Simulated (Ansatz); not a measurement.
A made-up structure of SiH$_{3}$SO, doublet:

Si1  (-0.232, 0.381, -0.253)
O2  (0.916, -1.667, 1.297)
S3  (0.892, -0.872, -0.119)
H4  (-1.597, -0.167, -0.082)
H5  (-0.035, 0.917, -1.619)
H6  (0.056, 1.408, 0.775)
(Å)

It is relaxed with PBE-D4/def2-SVP and then PBE0-D4/def2-TZVP (Ansatz 0.2.0). Atoms count as bonded within 1.22 times the sum of their covalent radii (H–H: 0.88 Å). The end point is not checked to be a true minimum.

(1) Does its bonding change? (Judge from chemistry; the calculation decides.)

## Answers

(1) The calculation gives: No: no bond forms or breaks.

Where it ends: The first stage lowers the energy by 3.94 eV in 7 steps. It ends as SiH₃SO ([O][S][SiH3]):
Si1  (-0.299, 0.464, -0.276)
O2  (0.922, -1.688, 1.323)
S3  (1.159, -1.174, -0.080)
H4  (-1.656, -0.103, -0.093)
H5  (-0.128, 1.027, -1.640)
H6  (0.001, 1.475, 0.766)
(Å)

Labels in which every atom is bracketed show which atoms are joined, not bond orders.

For scale, one of the runs: PBE0-D4/def2-TZVP relaxation, 123 basis functions, launched by `ansatz run in.yaml --threads 2 --pin off --events-out ev --progress --plain --max-ram 4352MiB`. The run took about 21 s on 2 CPU threads of an Arm Neoverse V1 (shared host).
